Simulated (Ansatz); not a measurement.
in.yaml

```yaml
crystal:
  periodic: [false, false, false]
  atoms:
    - {symbol: Sb, position_ang: [0.000000, 0.000000, 0.000000]}
    - {symbol: H, position_ang: [0.000000, 0.000000, 1.708526]}
    - {symbol: H, position_ang: [0.000000, 0.000000, -1.708526]}
basis:
  gaussian: {orbitals: def2-SVP}
total_charge: 1
magnetization: {spin_polarized: false}
correlation: {method: ccsdtq, electrons: outside_noble_gas}
```

```sh
$ ansatz run in.yaml --threads 1 --pin off --events-out ev --progress --plain --max-ram 2393MiB
```

The program prints:

```
759 factors; integrals over basis functions are off by at most 1.4e-7 eV
mean field evaluation 1: about -6529.2755 eV, gradient 7.1e0 eV
mean field evaluation 2: about -6529.2778 eV, gradient 7.1e0 eV
mean field evaluation 4: about -6529.4909 eV, gradient 3.9e-1 eV
mean field evaluation 8: about -6529.4914 eV, gradient 6.9e-5 eV
mean field evaluation 16: about -6529.1956 eV, gradient 7.8e0 eV
mean field evaluation 32: about -6529.4914 eV, gradient 1.5e-2 eV
mean field -6529.49137598 eV, -239.9543822192 hartree, gradient 6.9e-7 eV, S^2 0.000000; 2 other end points of the search recorded, 0 dependent functions left out; unrestricted orbitals would lower it
mean field evaluation 64: about -6530.7660 eV, gradient 5.7e-4 eV
unrestricted determinant -6530.76604206 eV, -240.0012253336 hartree, S^2 1.0125
9 core orbitals not correlated: weight in the atoms' cores, before any rotation towards them, 0.999 or more for the frozen orbitals, at most 0.001 for the correlated occupied ones
reference -6529.49137598 eV, -239.9543822192 hartree; 3, 3 occupied and 24, 24 virtual orbitals, 759 factors
second order -2.24159083 eV of doubles, -0.00000000 eV of singles
cycle   1  -2.69384266 eV  change   -4.5e-1 eV  update   7.4e-2
cycle   2  -3.00774910 eV  change   -3.1e-1 eV  update   4.5e-2
cycle   3  -3.04680982 eV  change   -3.9e-2 eV  update   3.2e-2
cycle   4  -3.08583972 eV  change   -3.9e-2 eV  update   3.0e-2
cycle   5  -3.16438992 eV  change   -7.9e-2 eV  update   2.8e-2
cycle   6  -3.29132705 eV  change   -1.3e-1 eV  update   2.5e-2
cycle   7  -3.38451805 eV  change   -9.3e-2 eV  update   1.6e-2
cycle   8  -3.40268783 eV  change   -1.8e-2 eV  update   7.6e-3
cycle   9  -3.40489904 eV  change   -2.2e-3 eV  update   4.3e-3
cycle  10  -3.41788248 eV  change   -1.3e-2 eV  update   2.4e-3
cycle  11  -3.40253497 eV  change    1.5e-2 eV  update   1.7e-3
cycle  12  -3.40998938 eV  change   -7.5e-3 eV  update   1.2e-3
cycle  13  -3.40950707 eV  change    4.8e-4 eV  update   2.2e-4
cycle  14  -3.40908050 eV  change    4.3e-4 eV  update   1.1e-4
cycle  15  -3.40916132 eV  change   -8.1e-5 eV  update   6.4e-5
cycle  16  -3.40910850 eV  change    5.3e-5 eV  update   4.1e-5
cycle  17  -3.40905793 eV  change    5.1e-5 eV  update   2.3e-5
cycle  18  -3.40904166 eV  change    1.6e-5 eV  update   7.0e-6
cycle  19  -3.40904058 eV  change    1.1e-6 eV  update   1.7e-6
cycle  20  -3.40903893 eV  change    1.7e-6 eV  update   7.4e-7
cycle  21  -3.40904015 eV  change   -1.2e-6 eV  update   3.9e-7
cycle  22  -3.40904047 eV  change   -3.1e-7 eV  update   1.7e-7
WARN: these amplitudes may be one of several solutions (largest doubles amplitude 0.97, level shift 0.00 eV)
Total energy: -6532.90041645 eV, -240.0796621456 hartree
```

For the same geometry and basis full CI lies 0.2 meV higher. By full CI's occupations no single determinant describes the state well. The program flagged this run's energy as in doubt. The determinant fills πx and πy unequally, so it is a mixture of Σ and Δ. RHF is unstable: UHF (⟨S²⟩ = 1.01) lies 1.27 eV below the lowest RHF solution. Higher spins weren't run at this geometry and may lie near or lower.

Ran on 1 thread of Intel Xeon, shared host: 41 s wall, 0.18 GiB peak host memory.
